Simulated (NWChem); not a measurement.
# One shape, several levels: C3H6O (allyl alcohol)

Wanted: a comparison of 6 runs (HF/STO-3G, HF/3-21G, B3LYP/6-31G*, B3LYP/cc-pVDZ, M06-2X/cc-pVDZ) of C3H6O (allyl alcohol). 

Program for the calculation: NWChem 7.3.0.

2 further runs of the same task are left out: 2 set aside as unsound or not needed. Runs told in other sessions of the task aren't counted.

## (1) The molecule

C3H6O: 10 atoms, total charge 0, spin state singlet. As SMILES, `C=CCO`. Geometry: relaxed at PBE0-D4/def2-TZVP. This is one conformer, not always the lowest.

Bond lengths: C1–C2 1.326 Å, C2–C3 1.492 Å, C3–O4 1.415 Å, C1–H5 1.086 Å, C1–H6 1.084 Å, C2–H7 1.088 Å, C3–H8 1.099 Å, C3–H9 1.094 Å, O4–H10 0.961 Å. Some angles: C1–C2–C3 124.1°, C2–C3–O4 112.1°, C1–C2–H7 120.2°, C3–C2–H7 115.7°, C2–C1–H5 121.2°, C2–C1–H6 121.9°, C2–C3–H8 109.9°, C2–C3–H9 110.3°, O4–C3–H8 111.5°, O4–C3–H9 105.3°.

## (2) Energy and forces at HF/STO-3G (run 1)

Input file input.nw:

```
start input
title "C3H6O hf"
memory stack 880 mb heap 220 mb global 1100 mb

geometry units angstroms noautosym nocenter noautoz
   C       -1.094380       0.947500       0.566230
   C        0.141810       0.497060       0.404200
   C        0.475240      -0.869750      -0.092820
   O        1.288940      -0.832690      -1.250210
   H       -1.954550       0.320230       0.350790
   H       -1.295520       1.949720       0.926710
   H        0.991940       1.141760       0.617410
   H       -0.447940      -1.439200      -0.267630
   H        1.060330      -1.413160       0.654980
   H        0.834130      -0.301460      -1.909630
end

basis spherical bse
   * library STO-3G
end

scf
   singlet
   rhf
   thresh 1e-08
   maxiter 80
   noprint "final vectors analysis"
end

task scf gradient
```

Started as:

```
$ nwchem input.nw > input.out
```

The program printed:

```text
[...]
  functions       =    26
[...]
  wavefunction    = RHF
[...]
         Total SCF energy =   -189.482618001644
      One-electron energy =   -491.055374522288
      Two-electron energy =    184.362326377105
 Nuclear repulsion energy =    117.210430143539
        Time for solution =      1.7s
[...]
                         RHF ENERGY GRADIENTS
    atom               coordinates                        gradient
                 x          y          z           x          y          z
   1 C      -2.068078   1.790515   1.070020   -0.024028   0.009570   0.003200
   2 C       0.267982   0.939307   0.763827    0.031830  -0.038005  -0.016070
   3 C       0.898073  -1.643589  -0.175404    0.006122   0.022031   0.002121
   4 O       2.435743  -1.573556  -2.362554   -0.039819   0.026308  -0.006213
   5 H      -3.693564   0.605147   0.662897   -0.001832  -0.003586  -0.001492
   6 H      -2.448178   3.684437   1.751228    0.000947   0.002314   0.001203
   7 H       1.874495   2.157614   1.166736    0.002652   0.002189   0.000195
   8 H      -0.846484  -2.719694  -0.505747   -0.000544  -0.000564  -0.001082
   9 H       2.003733  -2.670485   1.237733    0.000215   0.001007  -0.002004
  10 H       1.576277  -0.569677  -3.608677    0.024457  -0.021266   0.020142
[...]
```

Run time: 2.5 s. Hardware: 1 thread of Intel Xeon Platinum 8259CL at 2.50GHz (Skylake/Cascade Lake), shared host; peak memory 0.1 GiB.

## (3) Energy and forces at HF/3-21G (run 2)

Input file nw.nw:

```
start nw
title "C3H6O"
memory 2200 mb
geometry units angstrom noautosym nocenter noautoz
 C    -1.094380    0.947500    0.566230
 C     0.141810    0.497060    0.404200
 C     0.475240   -0.869750   -0.092820
 O     1.288940   -0.832690   -1.250210
 H    -1.954550    0.320230    0.350790
 H    -1.295520    1.949720    0.926710
 H     0.991940    1.141760    0.617410
 H    -0.447940   -1.439200   -0.267630
 H     1.060330   -1.413160    0.654980
 H     0.834130   -0.301460   -1.909630
end
basis spherical bse
 C library 3-21G
 O library 3-21G
 H library 3-21G
end
scf
 thresh 1e-08
 maxiter 80
 noprint "final vectors analysis"
end
task scf gradient
```

Started as:

```
$ nwchem nw.nw > nw.out
```

The program printed:

```text
[...]
  functions       =    48
[...]
  wavefunction    = RHF
[...]
         Total SCF energy =   -190.850680526660
      One-electron energy =   -491.154285167961
      Two-electron energy =    183.093174497762
 Nuclear repulsion energy =    117.210430143539
        Time for solution =      2.2s
[...]
                         RHF ENERGY GRADIENTS
    atom               coordinates                        gradient
                 x          y          z           x          y          z
   1 C      -2.068078   1.790515   1.070020   -0.005594   0.002496  -0.000083
   2 C       0.267982   0.939307   0.763827    0.007232  -0.018309  -0.005589
   3 C       0.898073  -1.643589  -0.175404    0.010095   0.019985  -0.021587
   4 O       2.435743  -1.573556  -2.362554   -0.009903  -0.001308   0.012271
   5 H      -3.693564   0.605147   0.662897   -0.005705  -0.005690  -0.001921
   6 H      -2.448178   3.684437   1.751228   -0.000791   0.007877   0.002843
   7 H       1.874495   2.157614   1.166736    0.007013   0.005735   0.002002
   8 H      -0.846484  -2.719694  -0.505747   -0.006526  -0.004213  -0.001742
   9 H       2.003733  -2.670485   1.237733    0.005402  -0.004288   0.005344
  10 H       1.576277  -0.569677  -3.608677   -0.001225  -0.002285   0.008462
[...]
```

Wall time 3.3 s (1 thread of Intel Xeon Platinum 8259CL at 2.50GHz (Skylake/Cascade Lake), shared host); peak memory 0.1 GiB.

Run 3 isn't shown in full; the table further down has it.

## (4) Energy and forces at B3LYP/6-31G(d) (Cartesian functions) (run 4)

Input file c3h6o.nw:

```
start c3h6o
memory stack 880 mb heap 220 mb global 1100 mb
charge 0

geometry units angstrom noautosym nocenter noautoz
  C       -1.094380       0.947500       0.566230
  C        0.141810       0.497060       0.404200
  C        0.475240      -0.869750      -0.092820
  O        1.288940      -0.832690      -1.250210
  H       -1.954550       0.320230       0.350790
  H       -1.295520       1.949720       0.926710
  H        0.991940       1.141760       0.617410
  H       -0.447940      -1.439200      -0.267630
  H        1.060330      -1.413160       0.654980
  H        0.834130      -0.301460      -1.909630
end

basis cartesian
  * library 6-31G*
end

dft
  xc b3lyp
  grid xfine
  convergence energy 1e-08
  maxiter 100
  mulliken
end

task dft gradient
```

Started as:

```
$ nwchem c3h6o.nw > c3h6o.out
```

The program printed:

```text
[...]
          Wavefunction type:  closed shell.
          No. of atoms     :    10
          No. of electrons :    32
[...]
          Charge           :     0
          Spin multiplicity:     1
[...]
          AO basis - number of functions:    72
[...]
              XC Information
              --------------
                         B3LYP Method XC Potential
                     Hartree-Fock (Exact) Exchange  0.200
                        Slater Exchange Functional  0.800 local
                    Becke 1988 Exchange Functional  0.720 non-local
              Lee-Yang-Parr Correlation Functional  0.810
                  VWN I RPA Correlation Functional  0.190 local
[...]
 d= 0,ls=0.0,diis     1   -193.0483423606 -3.10D+02  1.26D-02  6.34D-01     6.7
[...]
 d= 0,ls=0.0,diis    10   -193.1104422872 -7.38D-09  4.56D-07  2.40D-09    54.2
         Total DFT energy =     -193.110442287152
      One electron energy =     -493.167621879058
           Coulomb energy =      209.953977099763
    Exchange-Corr. energy =      -27.107227651396
 Nuclear repulsion energy =      117.210430143539
[...]
      Total Density - Mulliken Population Analysis
     ---------------------------------------------
    Atom       Charge   Shell Charges
 -----------   ------   -------------------------------------------------------
    1 C    6     6.34   1.99  0.70  2.06  0.58  0.99  0.01
    2 C    6     6.08   1.99  0.71  2.06  0.51  0.79  0.01
    3 C    6     6.07   1.99  0.69  2.07  0.53  0.73  0.05
    4 O    8     8.61   1.99  0.90  2.92  0.97  1.79  0.03
    5 H    1     0.86   0.53  0.33
    6 H    1     0.85   0.53  0.32
    7 H    1     0.86   0.53  0.33
    8 H    1     0.88   0.54  0.34
    9 H    1     0.85   0.54  0.31
   10 H    1     0.61   0.48  0.13
[...]
  wavefunction    = closed shell
[...]
```

Run time: 65 s. Hardware: 1 thread of Intel Xeon Platinum 8259CL at 2.50GHz (Skylake/Cascade Lake), shared host; peak memory 0.15 GiB.

Run 5 isn't shown in full; the table further down has it.

## (5) Energy and forces at M06-2X/cc-pVDZ (run 6)

Input file m1.nw:

```
start m1
title "C3H6O M06-2X"
memory stack 880 mb heap 220 mb global 1100 mb
charge 0
geometry units angstroms noautosym nocenter noautoz
  C    -1.094380    0.947500    0.566230
  C     0.141810    0.497060    0.404200
  C     0.475240   -0.869750   -0.092820
  O     1.288940   -0.832690   -1.250210
  H    -1.954550    0.320230    0.350790
  H    -1.295520    1.949720    0.926710
  H     0.991940    1.141760    0.617410
  H    -0.447940   -1.439200   -0.267630
  H     1.060330   -1.413160    0.654980
  H     0.834130   -0.301460   -1.909630
end
basis spherical bse
  * library cc-pVDZ
end
dft
  xc m06-2x
  grid xfine
  convergence energy 1e-08
  iterations 100
  mulliken
end
task dft gradient
```

Started as:

```
$ nwchem m1.nw > m1.out
```

The program printed:

```text
[...]
          Wavefunction type:  closed shell.
          No. of atoms     :    10
          No. of electrons :    32
[...]
          Charge           :     0
          Spin multiplicity:     1
[...]
          AO basis - number of functions:    86
[...]
              XC Information
              --------------
                       M06-2X Method XC Functional
                     Hartree-Fock (Exact) Exchange  0.540
                        M06-2X Exchange Functional  1.000
                      M06-2X Correlation Potential  1.000
[...]
 d= 0,ls=0.0,diis     1   -192.9857536174 -3.10D+02  7.46D-03  4.13D-01     9.7
[...]
 d= 0,ls=0.0,diis    10   -193.0373135652 -1.13D-09  3.75D-07  7.82D-10    90.8
         Total DFT energy =     -193.037313565170
      One electron energy =     -493.033049522865
           Coulomb energy =      209.819435043497
    Exchange-Corr. energy =      -27.034129229342
 Nuclear repulsion energy =      117.210430143539
[...]
      Total Density - Mulliken Population Analysis
     ---------------------------------------------
    Atom       Charge   Shell Charges
 -----------   ------   -------------------------------------------------------
    1 C    6     6.01   2.01  0.67  0.38  2.04  0.87  0.04
    2 C    6     6.17   2.01  0.67  0.49  2.05  0.88  0.06
    3 C    6     5.83   2.01  0.67  0.32  2.05  0.66  0.11
    4 O    8     8.30   2.00  0.84  0.87  2.85  1.72  0.01
    5 H    1     0.97   0.75  0.19  0.03
    6 H    1     0.96   0.75  0.18  0.03
    7 H    1     0.98   0.76  0.20  0.03
    8 H    1     0.99   0.76  0.20  0.03
    9 H    1     0.95   0.76  0.16  0.03
   10 H    1     0.85   0.69  0.08  0.08
[...]
  wavefunction    = closed shell
[...]
```

It took 1.9 min on 1 thread of Intel Xeon Platinum 8259CL at 2.50GHz (Skylake/Cascade Lake), shared host; peak memory 0.15 GiB.

## (6) Overview of the runs

```tsv
run	level	iteration cap	module	energy (Eh)	dipole moment (D)	largest force (eV/Å)	wall time
1	HF/STO-3G	80	scf	-189.482618	1.43	2.680	2.5 s
2	HF/3-21G	80	scf	-190.850681	2.04	1.599	3.3 s
3	B3LYP/6-31G* (spherical functions)	100	dft	-193.106656	1.55	0.579	58 s
4	B3LYP/6-31G* (Cartesian functions)	100	dft	-193.110442	1.56	0.602	65 s
5	B3LYP/cc-pVDZ	100	dft	-193.124680	1.36	0.562	83 s
6	M06-2X/cc-pVDZ	100	dft	-193.037314	1.47	0.333	1.9 min
```

## (7) Summary of results

| quantity | value |
| --- | --- |
| run 6: total energy | -193.03731 Eh |
| run 6: dipole moment | 1.47 D |
| run 6: HOMO energy | -8.82 eV |
| run 6: LUMO energy | 1.19 eV |
| run 6: HOMO–LUMO gap | 10.02 eV |
| run 6: largest force on an atom | 0.333 eV/Å |

What this shows: The dipole moment (its size) runs from 1.36 D (B3LYP/cc-pVDZ) to 2.04 D (HF/3-21G). The two ends differ in method and basis. Over runs 3, 4, 6 the HOMO–LUMO gap runs from 7.31 eV (B3LYP/6-31G*) to 10.02 eV (M06-2X/cc-pVDZ). Totals of different functionals can't be ranked against each other. In run 1 the basis is minimal, so the values are rough. All runs together took 5.4 min, the longest 1.9 min.
